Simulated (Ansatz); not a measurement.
This geometry of CH5B + H2 (9 atoms, charge 0, multiplicity 1) is a first-order saddle point.

Level of theory: Ansatz 0.2.0, RKS B3LYP/def2-SVP.

```xyz
9
Properties=species:S:1:pos:R:3
B -0.045 -0.311 0.173
C -0.013 -0.017 1.930
H -0.975 -0.147 2.447
H 0.790 -0.481 2.524
H 0.204 1.057 1.871
H 1.046 -0.058 -0.266
H -1.069 0.158 -0.249
H -0.174 -1.586 0.042
H -0.114 -1.188 1.081
```

**Question.** Which two structures does it join? (They come from a converged band through this point; their orientation in space is the band's.)

**Answer.** Bonds broken: B1–C2, H8–H9. Bonds formed: B1–H8, C2–H9. CH5B + H2 becomes BH3 + CH4.

Initial state:

```xyz
9
Properties=species:S:1:pos:R:3
B 0.030 0.224 0.422
C 0.055 0.422 1.968
H -0.890 0.195 2.485
H 0.900 -0.054 2.488
H 0.207 1.519 2.078
H 1.054 0.048 -0.198
H -0.999 0.332 -0.203
H -0.317 -2.550 -0.114
H -0.389 -2.709 0.627
```

Final state:

```xyz
9
Properties=species:S:1:pos:R:3
B -0.102 -0.565 -0.639
C 0.012 -0.056 2.430
H -0.965 0.073 2.915
H 0.781 -0.266 3.187
H 0.277 0.860 1.885
H 0.993 -0.080 -0.763
H -1.080 0.137 -0.654
H -0.222 -1.760 -0.547
H -0.043 -0.915 1.740
```

**Question.** How far does it lie above each of them?

**Answer.** 0.65 eV above the first and 0.84 eV above the second. This is the barrier of this one path; another mechanism may lie lower. The orbitals stay closed-shell, which can raise the energy where a bond breaks towards radicals; this wasn't checked here.

Time of the run: 67 s on 1 thread of Arm Neoverse V2, on a shared host, peak memory 0.11 GiB.
